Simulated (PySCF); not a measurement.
Circular dichroism: `CC(Cl)=C=CCl`, C4H4Cl2

Cartesian coordinates in Å; atom numbers follow the order of the lines, from 1:
```xyz
10

C    -1.468   -0.533    0.509
C    -0.534    0.218   -0.378
Cl   -1.300    0.997   -1.744
C     0.743    0.369   -0.197
C     2.028    0.488   -0.079
Cl    3.138   -0.647   -0.786
H    -1.974   -1.310   -0.063
H    -0.918   -0.988    1.328
H    -2.224    0.140    0.909
H     2.517    1.271    0.478
```

Computed, not measured: PySCF, TDDFT LC-wPBE/aug-cc-pVDZ circular dichroism and optical rotation, one conformer, gas phase. Geometry: GFN2-xTB.

No stereocentre is labelled: unless the shape is locked (an allene, a helicene, a hindered biaryl), the mirror image is equally populated and a measured rotation or CD is zero. Singlets 9 and 10 lie within 0.01 eV of each other, so their separate moments and overlaps can depend on how they mix.

(1) List the lowest 16 singlet excitations with oscillator and rotatory strengths.

## Answers

(1) Rotatory strengths R in 10⁻⁴⁰ esu² cm², velocity form and length form (origin at the centre of mass); f in length form.
```
state  E (eV)  λ (nm)       f  R (velocity)  R (length)                                    main
    1    5.28     235   0.000          +0.5        +0.6                        HOMO→LUMO+3 0.79
    2    5.53     224  0.0003          +0.2        +0.2  HOMO−1→LUMO+2 0.47, HOMO−1→LUMO+5 0.17
    3    6.49     191   0.005          +0.9        +0.8    HOMO−1→LUMO+3 0.41, HOMO→LUMO+2 0.33
    4    7.02     177   1.166        -153.2      -149.1    HOMO−1→LUMO+3 0.43, HOMO→LUMO+2 0.27
    5    7.36     168   0.043         +58.2       +59.1    HOMO−1→LUMO 0.43, HOMO−1→LUMO+1 0.17
    6    7.40     167   0.032         +12.6       +13.0                          HOMO→LUMO 0.64
    7    7.51     165   0.006          +7.7        +7.7  HOMO−2→LUMO+3 0.52, HOMO−3→LUMO+3 0.27
    8    7.55     164   0.001          -1.2        -1.1  HOMO−2→LUMO+2 0.37, HOMO−2→LUMO+5 0.14
    9    7.83     158   0.001         -10.0       -10.4  HOMO−3→LUMO+3 0.45, HOMO−2→LUMO+3 0.25
   10    7.84     158   0.002          +2.1        +2.3    HOMO−4→LUMO+3 0.21, HOMO→LUMO+8 0.10
   11    7.93     156  0.0003          -2.9        -2.7  HOMO−3→LUMO+2 0.35, HOMO−2→LUMO+2 0.14
   12    8.03     154   0.001          -1.8        -2.1  HOMO−1→LUMO+6 0.22, HOMO−1→LUMO+7 0.11
   13    8.28     150   0.009         -10.8       -11.3      HOMO→LUMO+1 0.51, HOMO→LUMO+2 0.19
   14    8.45     147   0.004          +8.4        +8.3    HOMO→LUMO+4 0.33, HOMO−1→LUMO+1 0.16
   15    8.47     146   0.009          +0.1        +0.3    HOMO→LUMO+4 0.29, HOMO−1→LUMO+1 0.18
   16    8.58     145  0.0004          -5.0        -4.7      HOMO→LUMO+5 0.46, HOMO→LUMO+6 0.13
```

Among the states computed, the strongest CD band (largest |R|) is state 4. The largest dissymmetry factor in size, g = 4R/(D+G), with D and G the electric and magnetic dipole strengths, is -0.13 for state 16 (velocity form, f = 0.0005), among bands with |R| over 0.5. The mirror image has the same energies and oscillator strengths and all R with the opposite sign.
